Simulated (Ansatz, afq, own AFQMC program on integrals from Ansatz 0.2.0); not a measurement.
Integrals from Ansatz 0.2.0, then the random walk in our own AFQMC program (afq).

```yaml
crystal:
  periodic: [false, false, false]
  atoms:
    - {symbol: Sn, position_ang: [0.000000, 0.000000, 0.000000]}
basis:
  gaussian: {orbitals: def2-TZVPP}
total_charge: 1
magnetization: {spin_polarized: false, initial_magnetization: 3}
correlation: {method: ccsd_t, electrons: outside_noble_gas, hamiltonian_folder: ham}
```

```sh
$ ansatz run in.yaml --threads 1 --pin off --events-out ev --progress --plain --max-ram 1382MiB
```

Options of the walk:

```
--method phaseless --trial hf --walkers 120 --populations 1 --least-time 40 --time-step 0.005 --steps-per-block 20 --equilibration-blocks 112 --max-blocks 600 --target-error 0.00063 --factor-cut 1e-05 --start spin_pure --seed 3167 --taylor-order 6
```

Times are imaginary, in 1/Eh. The walk had a cap of 881 s. Filled inner d shells are frozen with the cores. Core potentials past Kr, no spin–orbit coupling.

Output of the walk:

```
orbitals 41  electrons 3 0  factors 303 of 315
reference energy -212.93085857 Eh
CCSD correlation -0.01049568 Eh in 7 cycles, weight of the determinant in the CISD state 0.9900
energy of the start -212.930859 Eh
 block  time / (1/Eh)  mean weight  energy / Eh
     1     0.100  0.9998  -212.932007
     2     0.200  1.0001  -212.933136
     3     0.300  1.0005  -212.934041
     4     0.400  0.9999  -212.934896
     5     0.500  1.0005  -212.935831
     8     0.800  0.9997  -212.937452
    13     1.300  0.9998  -212.938941
    49     4.900  1.0012  -212.942506
    85     8.500  1.0003  -212.939139
   121    12.100  1.0000  -212.942043
   157    15.700  1.0004  -212.939522
   181    18.100  1.0003  -212.942606
   193    19.300  1.0000  -212.941817
   229    22.900  1.0001  -212.941648
   265    26.500  1.0005  -212.941350
   301    30.100  1.0002  -212.940254
   337    33.700  1.0008  -212.938566
   373    37.300  1.0002  -212.940403
   409    40.900  1.0002  -212.941794
   445    44.500  1.0008  -212.939527
   481    48.100  0.9993  -212.941503
   505    50.500  0.9995  -212.939715
blocks merged  error / Eh  count
     1  0.000062  400
     2  0.000083  200
     4  0.000109  100
     8  0.000140  50
    16  0.000165  25
    32  0.000168  12
energy -212.940773 +/- 0.000165 Eh
(rows thinned)
```

The run passed its tests (sampling time, drift between the halves within three errors, error under three times the target), which doesn't prove that it has relaxed.

Against this walk (error 4.5 meV) on the same determinant: CCSD(T) 17.5 meV lower, full CI 18.2 meV lower, a separate phaseless walk with a CISD trial and standard settings 17.7 ± 4.5 meV lower. The error is statistical and leaves out the bias of the constraint. Full CI is exact here, so the walk's 18 meV above it is the walk's own error: the bias of the constraint with this trial. It lies above even CCSD, by 16 meV.

Cautions: constraint bias not in the error; no spin-orbit coupling; inner d shell frozen; another spin lies lower (by 5.14 eV).

The walk took 2.4 min on 1 thread of Arm Neoverse V1, with other jobs on the host. The log's last line is the phaseless energy.

A walk keeps the symmetry of its determinant, which the program's search chose and which needn't be the lowest solution, so a lower state of the same spin and another symmetry isn't excluded.
